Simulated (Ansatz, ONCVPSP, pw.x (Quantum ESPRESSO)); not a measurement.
pw.x on bcc As: one setting changed

Potential: optimised norm-conserving Vanderbilt (ONCV), ONCVPSP 4.0.1.1 (patched build), LDA (Perdew-Wang 92); core [Ar] 3d10, reference 4s2 4p3; waves: 4s: rc 1.65 bohr, ncon 3, nbas 7, qcut 4.9 1/bohr, 1 projector; 4p: rc 2.00 bohr, ncon 4, nbas 8, qcut 4.6 1/bohr, 2 projectors, debl 3.3 Ha; d scattering state at 0.15 Ha: rc 2.15 bohr, ncon 4, nbas 8, qcut 4.1 1/bohr, 2 projectors, debl 2.5 Ha; local part: polynomial inside 1.30 bohr (lpopt 5, dvloc0 0 Ha); core correction: Teter function fitted to the true core (icmod 2), fcfact 0.5.

The reference run (k-mesh 14³, cutoffs 50/200 Ry, Fermi–Dirac 0.01 Ry, mixing_beta 0.4, conv_thr 1e-9, no spin) gives -0.99 GPa at 17.854 Å³/atom, where all-electron LAPW gives 0.14 GPa. This run, with its own iteration cap, changes nspin = 2 with starting_magnetization to 0.2.

```
&control
  calculation='scf', prefix='x', pseudo_dir='./', outdir='./tmp', tstress=.true., disk_io='none'
/
&system
  ibrav=0, nat=1, ntyp=1, ecutwfc=50, ecutrho=200, nbnd=9,
  occupations='smearing', smearing='fd', degauss=0.01, nspin=2, starting_magnetization(1)=0.2
/
&electrons
  conv_thr=1e-09, mixing_beta=0.4, electron_maxstep=50
/
ATOMIC_SPECIES
As 1.0 As.UPF
CELL_PARAMETERS angstrom
  -1.64648778 1.64648778 1.64648778
  1.64648778 -1.64648778 1.64648778
  1.64648778 1.64648778 -1.64648778
ATOMIC_POSITIONS crystal
As 0.0000 0.0000 0.0000
K_POINTS automatic
14 14 14 0 0 0
```

```bash
pw.x < As.scf.in > As.scf.out
```

How does the run end?

It converges in 8 iterations; the free energy moves by +0.0 meV/atom and the pressure by +0.00 GPa. The result is that of the reference run.

```
Message from routine setup:
     using ibrav=0 with symmetry is DISCOURAGED, use correct ibrav instead
     lattice parameter (alat)  =       5.3891  a.u.
     unit-cell volume          =     120.4848 (a.u.)^3
     number of electrons       =         5.00
     number of Kohn-Sham states=            9
     kinetic-energy cutoff     =      50.0000  Ry
     charge density cutoff     =     200.0000  Ry
     scf convergence threshold =      1.0E-09
     Exchange-correlation= SLA  PW   NOGX NOGC
     atomic species   magnetization
     number of k points=   104  Fermi-Dirac smearing, width (Ry)=  0.0100
     iteration #  1     ecut=    50.00 Ry     beta= 0.40
     total energy              =     -17.27912351 Ry
     estimated scf accuracy    <       0.00333505 Ry
     total magnetization       =     0.21 Bohr mag/cell
     absolute magnetization    =     0.21 Bohr mag/cell
     iteration #  2     ecut=    50.00 Ry     beta= 0.40
     total energy              =     -17.28390428 Ry
     estimated scf accuracy    <       0.00136258 Ry
     total magnetization       =     0.14 Bohr mag/cell
     absolute magnetization    =     0.14 Bohr mag/cell
     iteration #  3     ecut=    50.00 Ry     beta= 0.40
     total energy              =     -17.28509207 Ry
     estimated scf accuracy    <       0.00005090 Ry
     total magnetization       =     0.02 Bohr mag/cell
     absolute magnetization    =     0.02 Bohr mag/cell
     [... 2 iterations left out ...]
     iteration #  6     ecut=    50.00 Ry     beta= 0.40
     total energy              =     -17.28512850 Ry
     estimated scf accuracy    <       0.00000007 Ry
     total magnetization       =    -0.00 Bohr mag/cell
     absolute magnetization    =     0.00 Bohr mag/cell
     iteration #  7     ecut=    50.00 Ry     beta= 0.40
     total energy              =     -17.28512853 Ry
     estimated scf accuracy    <          8.0E-09 Ry
     total magnetization       =    -0.00 Bohr mag/cell
     absolute magnetization    =     0.00 Bohr mag/cell
     iteration #  8     ecut=    50.00 Ry     beta= 0.40
     the Fermi energy is     9.4531 ev
!    total energy              =     -17.28512853 Ry
     estimated scf accuracy    <          3.4E-10 Ry
     smearing contrib. (-TS)   =      -0.00211199 Ry
     The total energy is F=E-TS. E is the sum of the following terms:
     one-electron contribution =       5.28666065 Ry
     hartree contribution      =       0.23872189 Ry
     xc contribution           =      -8.18788809 Ry
     ewald contribution        =     -14.62051098 Ry
     total magnetization       =     0.00 Bohr mag/cell
     absolute magnetization    =     0.00 Bohr mag/cell
     convergence has been achieved in   8 iterations
          total   stress  (Ry/bohr**3)                   (kbar)     P=       -9.97
     Message from routine punch:
     Nothing written, as per user request (disk_io='none')
```

The run took about 25 s on one core of a shared host (Neoverse-N1, 64 threads, 124 GiB, load 54).
